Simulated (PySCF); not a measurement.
Identify the unknown among the candidates.

All candidates are C3H4O.

- UV, first state: lowest singlet excitation: 3.82 eV (324 nm, f = 0.000) [TDDFT CAM-B3LYP/aug-cc-pVTZ]
- Triplet: lowest triplet excitation (Tamm–Dancoff): 3.27 eV [TDA CAM-B3LYP/aug-cc-pVTZ]
- Rotational structure: rotational constants A, B, C: 20.562, 7.525, 5.945 GHz [PBE0-D3(BJ)/def2-TZVP]
- Polarisability: 38.2 au [CAM-B3LYP/aug-cc-pVTZ]
- 1H NMR: chemical shifts (computed TMS as zero) by class: 1.39 (4 H) ppm [GIAO PBE0/pcSseg-2]
- NMR, other nuclei: isotropic shieldings of nuclei other than C and H, by class: -305 (1 O) ppm [GIAO PBE0/pcSseg-2]
- Dipole: 3.09 D [CAM-B3LYP/aug-cc-pVTZ]
- 13C NMR: chemical shifts (computed TMS as zero) by class: 221.2 (1 C), 4.5 (2 C) ppm [GIAO PBE0/pcSseg-2]
- UV, strongest line: among the 10 lowest singlet transitions: S9 at 7.97 eV (156 nm, f = 0.071) [TDDFT CAM-B3LYP/aug-cc-pVTZ]

The electronic properties come from PySCF, for the isolated species, density fitting. Levels stand in brackets. Geometry: PBE0-D3(BJ)/def2-TZVP; no solvent, vibrations or thermal averaging. Each NMR value is the plain mean over a class of atoms that symmetry, rotation or inversion makes alike.

Question: Which candidate is it?
A. `O=C1CC1`
B. `CC=C=O`
C. `C#CCO`

Answer: A. It is `O=C1CC1`. Numbering: `[O:1]=[C:2]1[CH2:3][CH2:4]1`. Its formula, C3H4O, gives 2 degrees of unsaturation: 1 ring and 1 π bond in the structure found. 3 carbons fall into 2 classes; from least to most shielded: ketone carbonyl carbon [C2] (221.2 ppm), sp3 carbon next to a carbonyl [C3/C4] (4.5 ppm, 2 C). All hydrogens form one class (1.39 ppm): methylene hydrogen. The other shieldings belong to: -305 ppm, ketone oxygen [O1]. The optimised geometry has point group C2v and is an asymmetric top.

The others, at the same levels:
- `C#CCO` fails: its computed lowest singlet excitation is 6.04 eV (205 nm, f = 0.000) (against 3.82 eV), lowest triplet excitation (Tamm–Dancoff) is 5.36 eV (against 3.27 eV) and strongest line among the 10 lowest singlet transitions is S8 at 7.69 eV (161 nm, f = 0.092) (against S9 at 7.97 eV).
- `CC=C=O` fails: it has 3 carbon classes against 2; its computed 13C shifts are 208.0 (1 C), 11.4 (1 C), 6.4 (1 C) ppm, 1H shifts are 2.61 (1 H), 1.65 (3 H) ppm and lowest singlet excitation is 3.61 eV (343 nm, f = 0.000) (against 3.82 eV).

Each candidate is one conformer, not necessarily the lowest. Dipoles, sizes and rotational constants follow the conformer. The torsions of the flexible species, by atom-mapped SMILES:
- `[CH:1]#[C:2][CH2:3][OH:4]`: H–O4–C3–C2 180°
